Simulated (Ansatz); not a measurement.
Input file:

```yaml
crystal:
  periodic: [false, false, false]
  atoms:
    - {symbol: Ge, position_ang: [-0.000001, -0.318403, 2.736058]}
    - {symbol: Si, position_ang: [0.000005, -0.293052, 0.441608]}
    - {symbol: P, position_ang: [-0.000002, -0.410479, -1.633446]}
    - {symbol: H, position_ang: [-0.000003, 1.021934, -1.544221]}
basis:
  gaussian: {orbitals: cc-pVDZ, fitting: {mean_field: def2-universal-jkfit}}
magnetization: {spin_polarized: true, initial_magnetization: 4}
correlation: {method: mp2, electrons: outside_noble_gas}
```

```sh
$ ansatz run in.yaml --threads 1 --pin off --events-out ev --progress --plain --max-ram 2393MiB
```

Question: Roughly how long does this take on 1 thread of Intel Xeon, shared host, and how much host memory?

Answer: 43 s wall and 0.21 GiB.

```
540 factors; integrals over basis functions are off by at most 3.8e-1 eV
mean field evaluation 1: about -73616.7174 eV, gradient 8.4e0 eV
mean field evaluation 2: about -73617.7189 eV, gradient 4.0e0 eV
mean field evaluation 4: about -73618.1434 eV, gradient 1.3e0 eV
mean field evaluation 8: about -73618.3654 eV, gradient 2.5e-1 eV
mean field evaluation 16: about -73618.3704 eV, gradient 6.8e-2 eV
mean field evaluation 32: about -73618.9867 eV, gradient 1.9e-2 eV
mean field evaluation 64: about -73618.7939 eV, gradient 1.4e-1 eV
mean field evaluation 96: about -73618.9850 eV, gradient 6.5e-2 eV
mean field evaluation 128: about -73618.0708 eV, gradient 4.0e0 eV
mean field -73618.98676252 eV, -2705.4478627810 hartree, gradient 1.6e-6 eV, S^2 6.081500; 23 other end points of the search recorded, 0 dependent functions left out
24 core orbitals not correlated: weight in the atoms' cores, before any rotation towards them, 1.000 or more for the frozen orbitals, at most 0.000 for the correlated occupied ones
reference -73618.98676252 eV, -2705.4478627810 hartree; 9, 5 occupied and 35, 39 virtual orbitals, 540 factors
second order -5.82679761 eV of doubles, -0.00000000 eV of singles
Total energy: -73624.81356013 eV, -2705.6619936437 hartree
```
